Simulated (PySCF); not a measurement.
## [ClF4]+: fields on a plane

Computed with PySCF, PBE, basis Cl def2-SVP, F def2-SVP (no relativity, density fitting).

The singlet minimum has Cl–F 1.626 Å (×2), Cl–F 1.666 Å (×2); F–Cl–F 88.6° (×4), F–Cl–F 106.9°, F–Cl–F 175.3°.

The plane holds Cl1 at (0.00, 0.00), F2 at (1.67, 0.00), F3 at (-1.66, 0.08), F4 at (0.04, 1.63) Å. Columns run from x = -3.75 to 4.05 Å, rows from y = 4.05 (top) to -1.95 Å, in steps of 0.3 Å. Other isomers or separated fragments may lie lower.

**Question.** Give the electron localisation function (set to 0 where the density is under 0.005 e/Å³). Lower edges of the bins: '0' 0.000, '1' 0.091, '2' 0.181, '3' 0.272, '4' 0.362, '5' 0.453, '6' 0.543, '7' 0.634, '8' 0.724, '9' 0.815; top 0.91.

**Answer.** 
```
000000000000000000000000000
000000000000000000000000000
000000000000000000000000000
000000000000000000000000000
000000000001111000000000000
000000000133443310000000000
000000001367888641000000000
000000000589879962000000000
000000000389179950000000000
000002210069649710011000000
000024662014776100454200000
000137997225775216886310000
000148999655115558998410000
000258646771991776278520000
000158858661991677268520000
000148998456116559998410000
000135786238997327986310000
000013442126885113554100000
000001110013442001221000000
000000000001221000000000000
000000000000000000000000000
```

**Question.** Give the lowest empty orbital (Å^-3/2) at -13.50 eV (cut at ±0.3; overall sign arbitrary). Lower edges of the bins (Å^-3/2): '0' -0.300, '1' -0.240, '2' -0.180, '3' -0.120, '4' -0.060, '5' 0.000, '6' 0.060, '7' 0.120, '8' 0.180, '9' 0.240; top 0.30.

**Answer.** 
```
555555555555555555555555555
555555555555555555555555555
555555555555555555555555555
555555555555555555555555555
444555555555665555555555444
444445555556776655555544444
444444555557997655555444444
444444455557998655544444444
444444444443494455444444444
444444444440000344444444444
444444334443002444444444444
444443223467776543334444444
444443001479999742013444444
444444102467007642014444444
555555796431992357985555555
555556776410000147986555555
555555665310000135665555555
555555554320000234555555555
555555554332112344555555555
555555544433333344455555555
555555444444444444455555555
```
